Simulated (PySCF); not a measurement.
Species: ethenimine, C2H3N.
Bonds: C1–C2 (double), C2–N3 (double). Hydrogens: H4, H5 on C1; H6 on N3.

Method: core-valence-separated Tamm–Dancoff BHandHLYP/aug-pcX-1 (pcseg-1 on H) in PySCF, non-relativistic, gas phase, PBE0-D3(BJ)/def2-SVP geometry.

Computed nitrogen K-edge spectrum, Gaussian lines of 0.6 eV full width, highest printed point 100; it ends one width below the last computed root. BHandHLYP without relativity tends to put these K edges a few eV too low, so spacings mean more than positions.

photon energy (eV), absorption and a bar:
```
    396.4          0 
    396.6          4 #
    396.8         23 #######
    397.0         66 ####################
    397.2        100 ##############################
    397.4         82 #########################
    397.6         37 ###########
    397.8          9 ###
    398.0          1 
    398.2          0 
    398.4          0 
    398.6          0 
    398.8          0 
    399.0          0 
    399.2          0 
    399.4          1 
    399.6          4 #
    399.8         13 ####
    400.0         21 ######
    400.2         26 ########
    400.4         32 ##########
    400.6         33 ##########
    400.8         22 #######
    401.0          8 ##
    401.2          2 
    401.4          0 
    401.6          1 
    401.8          6 ##
    402.0         18 #####
    402.2         30 #########
    402.4         34 ##########
    402.6         28 ########
    402.8         17 #####
    403.0          9 ###
```

Q: Assign the maxima to core holes.

A: 3 maxima:
- 397.2 eV: N3 (nitrogen bonded to C and H), 397.24 eV, f = 0.054, 100 % of the height at the exact maximum
- 400.5 eV: N3 (nitrogen bonded to C and H), 400.58 eV, f = 0.017, 92 % of the height at the exact maximum
- 402.4 eV: N3 (nitrogen bonded to C and H), 402.23 eV, f = 0.013, 65 % of the height at the exact maximum; N3 (nitrogen bonded to C and H), 402.62 eV, f = 0.007, 23 % of the height at the exact maximum

Further lines of some strength in the range: N3, 400.04 eV, f = 0.010.

Roots within 0.03 eV on the same or equivalent atoms count as one line; shares under 12 % aren't listed.

Vibrational structure and lifetime widths aren't in the curve. The ionisation threshold wasn't computed; near and above it a finite basis only mimics Rydberg series and continuum.
